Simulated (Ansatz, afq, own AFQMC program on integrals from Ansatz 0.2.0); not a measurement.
**Where AFQMC and coupled cluster stand for CH$_{5}$, doublet**

```json
{"atom": "C", "x (Å)": "-0.1344", "y (Å)": "0.0000", "z (Å)": "0.0000"}
{"atom": "H", "x (Å)": "-0.4976", "y (Å)": "1.0273", "z (Å)": "0.0000"}
{"atom": "H", "x (Å)": "-0.4976", "y (Å)": "-0.5137", "z (Å)": "0.8897"}
{"atom": "H", "x (Å)": "-0.4976", "y (Å)": "-0.5137", "z (Å)": "-0.8897"}
{"atom": "H", "x (Å)": "1.1146", "y (Å)": "0.0000", "z (Å)": "0.0000"}
{"atom": "H", "x (Å)": "1.9796", "y (Å)": "0.0000", "z (Å)": "0.0000"}
```

Basis cc-pVTZ. Only valence electrons are correlated. Ansatz 0.2.0 and our own AFQMC program on the same integrals; the CISD trial comes from CCSD amplitudes, and released means the phaseless constraint is let go. Uncertainties: one standard error, sampling alone.

Determinant: UHF, the one that the program's search chose, which needn't be the lowest solution. The geometry is a point of a scan.

No full CI on the walks' own integrals is used here; CCSDT(Q) serves as the reference and is uncertain by about the last step of the cluster series.

```
T1 diagnostic                               : 0.0126
weight of the determinant in the CISD state : 0.915
⟨S²⟩ of the determinant                     : 0.776
size of the correlated space                : 9 electrons in 99 orbitals
```

```tsv
level	correlation energy (eV)
MP2	-5.6470
CCSD	-6.3334
CCSD(T)	-6.5228
```

(1) Estimate where phaseless AFQMC with a CISD trial lies against CCSD(T) on the same integrals.

(1) 0.63 ± 0.16 mEh below CCSD(T).

Reference: CCSDT(Q), correlation energy -6.543 eV. The released energy is read at 2.40 1/Eh (meV from the phaseless value at times in 1/Eh: 0 ± 3 at 0.24, -4 ± 3 at 0.51, -4 ± 3 at 0.99, -4 ± 4 at 1.62, 0 ± 5 at 2.40).

```
         level  E − E(reference) (mEh)  share of correlation (%)
       CCSD(T)                    0.75                     99.69
         CCSDT                    0.20                     99.92
   ph-AFQMC/HF            -0.37 ± 0.89                    100.15
 ph-AFQMC/CISD             0.12 ± 0.16                     99.95
released AFQMC             0.13 ± 0.17                     99.95
```

A walk keeps the symmetry of its determinant, which the program's search chose and which needn't be the lowest solution, so a lower state of the same spin and another symmetry isn't excluded. Released energies are given only where the last usable release times agree within the noise; a slower fall can still hide under it.
